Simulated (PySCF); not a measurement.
# Does the structure fit the spectrum?

A compound C6H12 gives the data below (simulated from a calculation) and was assigned the structure `CC(C)=C(C)C`.

$^{13}$C{$^{1}$H} NMR (computed): δ 30.9 (CH2, 6C).

$^{1}$H NMR (600 MHz, computed): δ 1.44 (s, 12H).

Relativity neglected, one averaged value for each set of equivalent atoms, one conformer, in vacuum. NMR shieldings at KT3/pcSseg-1/GIAO; J: B3LYP/pcJ-1 (without the spin–dipole term); PBE0-D3(BJ)/def2-SVP geometry; PySCF.

Chemical shifts δ = σref − σ; $^{1}$H and $^{13}$C against TMS, all at this level.

(1) Compare with the shifts computed for the proposed structure, pairing carbons in order of shift.

(2) Which isomer fits?

Results:

(1) Atom-mapped SMILES (the numbers label the heavy atoms): `[CH3:1][C:2]([CH3:3])=[C:4]([CH3:5])[CH3:6]`. Hydrogens are named by the atom that carries them.

| atom | computed for proposal | given list | difference |
| --- | --- | --- | --- |
| C2 | 121.7 | 30.9 | +90.8 |
| C4 | 121.7 | 30.9 | +90.8 |
| C1 | 20.9 | 30.9 | -10.0 |
| C3 | 20.9 | 30.9 | -10.0 |
| C5 | 20.9 | 30.9 | -10.0 |
| C6 | 20.9 | 30.9 | -10.0 |

The rms difference is 53.1 ppm and the largest +90.8 ppm at C2 (fully substituted alkene carbon). The proposal also would give 2 carbon signals, not 1. The carbon types in order of shift don't match either: C, C, CH3, CH3, CH3, CH3 for the proposal against CH2, CH2, CH2, CH2, CH2, CH2 in the data. The proposal doesn't fit.

(2) cyclohexane (SMILES C1CCCCC1).

1. Carbon types of the structure: 6 × CH2, which accounts for all hydrogens.
2. δC 30.9: sp3 CH2 in a ring; a saturated carbon with 2 carbon neighbours and no heteroatom attached.
3. δH 1.44: hydrogen on an sp3 CH2 in a ring; far from electronegative atoms and π systems.

Other isomers checked: CC/C=C\CC (rms 56.9 ppm).

The shifts were computed for this structure.

Shifts are as computed, not scaled to solution data. Of 1211 compounds with measured shifts, 218 miss one by over three times the rms of a fit or turn the order of signals round; such compounds aren't used in these exercises.
